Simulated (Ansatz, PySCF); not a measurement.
dichloromethane (CH2Cl2), SMILES ClCCl. Atoms are numbered in the order given.

```xyz
5

Cl    -1.4785     0.0000    -0.2072
C      0.0000     0.0000     0.7736
Cl     1.4785     0.0000    -0.2072
H      0.0000     0.9000     1.3805
H      0.0000    -0.9000     1.3805
```

Coordinates come from a r2SCAN-D4/def2-TZVP optimisation.

Two levels are set side by side: PBE-D3(BJ)/def2-TZVP (Ansatz, a program for electronic structure) and r2SCAN-D4/def2-TZVP (Ansatz). Each level has its own optimised geometry; the coordinates shown are those of the second. Frequencies come from the Hessian of PySCF at each geometry. Differences are taken from unrounded values.

```json
[
 {"quantity": "mean bond length (Å)", "r2SCAN-D4": "1.430"},
 {"quantity": "bond Cl1–C2 (Å)", "r2SCAN-D4": "1.774"},
 {"quantity": "bond C2–Cl3 (Å)", "r2SCAN-D4": "1.774"},
 {"quantity": "bond C2–H4 (Å)", "r2SCAN-D4": "1.085"},
 {"quantity": "bond C2–H5 (Å)", "r2SCAN-D4": "1.085"},
 {"quantity": "highest harmonic wavenumber (cm⁻¹)", "r2SCAN-D4": "3192"},
 {"quantity": "mean harmonic wavenumber (cm⁻¹)", "r2SCAN-D4": "1426"},
 {"quantity": "zero-point energy (kcal/mol)", "r2SCAN-D4": "18.35"}
]
```

Task: What does PBE-D3(BJ) give, and how far is it from r2SCAN-D4? (An estimate is asked for; the answer gives what the named calculation found.)

Result: 
```tsv
quantity	PBE-D3(BJ)	PBE-D3(BJ) minus r2SCAN-D4
mean bond length (Å)	1.437	0.007
bond Cl1–C2 (Å)	1.780	0.006
bond C2–Cl3 (Å)	1.780	0.006
bond C2–H4 (Å)	1.093	0.008
bond C2–H5 (Å)	1.093	0.008
highest harmonic wavenumber (cm⁻¹)	3117	-75
mean harmonic wavenumber (cm⁻¹)	1386	-40
zero-point energy (kcal/mol)	17.83	-0.51
```
